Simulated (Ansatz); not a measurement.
Elastic constant C11 (GPa) of solids drawn from the class of tetrahedrally bonded semiconductors and semimetals, at two levels: PBE (Ansatz, a first-principles code, PAW), and r²SCAN+rVV10 (plane waves, PAW; Ansatz).

| solid | PBE | r²SCAN+rVV10 |
|---|---|---|
| 2H-SiC | 493 | 535 |
| zinc-blende InP | 87.0 | 99.6 |
| zinc-blende GaP | 125 | 144 |
| zinc-blende AlN (metastable phase) | 281 | ? |
| zinc-blende BAs | 267 | 292 |
| 3C-SiC | 384 | 414 |
| wurtzite AlN | 373 | 410 |
| zinc-blende BP | 340 | 363 |
| wurtzite BN (high-pressure phase) | 923 | 982 |
| cubic BN | 779 | 826 |

Problem. Estimate the withheld r²SCAN+rVV10 value from the other rows.

Solution. One way: carry over the typical ratio. The ratios r²SCAN+rVV10 / PBE of the other rows, in order: 1.060, 1.064, 1.068, 1.078, 1.085, 1.094, 1.099, 1.145, 1.152; median 1.085. Zinc-blende AlN (metastable phase): 281 × 1.085 = 305 GPa; the run gives 309 GPa. The ratios spread from 1.060 to 1.152, so such an estimate is rough.

Of 10 rows, r²SCAN+rVV10 is the larger in 10 and the smaller in 0.

Spin–orbit coupling is left out, also for the solids with elements from indium on (zinc-blende InP); its size isn't shown.

Each level is taken at its own relaxed cell. Ansatz's density-functional and Hartree–Fock values are scalar-relativistic unless marked +SOC, with PAW data made under PBE.
